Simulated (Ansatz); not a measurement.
**BSiN (quintet): the correlation ladder, def2-QZVPP**

An exercise on one series of results from a longer session: the logs are not shown, and one member is left open.

Computed with Ansatz 0.2.0, Gaussian basis. Level: def2-QZVPP, core rule «outside noble gas», up to 7 orbitals frozen.

The runs, in order: UHF; ROHF; CCSD(T) on UHF.

2 further runs of the same task are left out: 2 set aside as unsound or not needed.

## The system

The geometry is a PBE0/def2-TZVP stationary point (not a proven minimum) of the parent state, kept for this charge and spin.

3 atoms, charge 0, spin multiplicity 5.

Atoms are counted from 1 here; the program's logs count them from 0.

Bond lengths: B1–Si2 1.862 Å, Si2–N3 1.606 Å. Angles: B1–Si2–N3 180.0°.

The first run:

File in.yaml:

```yaml
crystal:
  periodic: [false, false, false]
  atoms:
    - {symbol: B, position_ang: [0.000000, 0.000000, 1.776800]}
    - {symbol: Si, position_ang: [0.000000, 0.000000, -0.085500]}
    - {symbol: N, position_ang: [0.000000, 0.000000, -1.691300]}
basis:
  gaussian: {orbitals: "def2-QZVPP.json"}
magnetization: {spin_polarized: true, initial_magnetization: 4}
hamiltonian: {xc: hf}
output: {orbitals: {seedname: orbitals}}
```

On the command line:

```console
$ ansatz run in.yaml --threads 1 --pin off --events-out ev --progress --plain --max-ram 2393MiB
```

Steps of the session up to this table: UHF; ROHF; CCSD(T) on UHF.

One of the session's tables, all rows but one given; the rest of the session is left out.

```
  method  from UCCSD(T) (meV)
    ROHF             +10087.9
     UHF              +9841.5
    UMP2                    ?
   UCCSD               +553.3
UCCSD(T)                    0
```

Q: Estimate the row for UMP2 from the others.

As computed: from UCCSD(T) (meV): +1345.2. In the column «from UCCSD(T) (meV)» it lies between UCCSD (+553.3) and UHF (+9841.5).
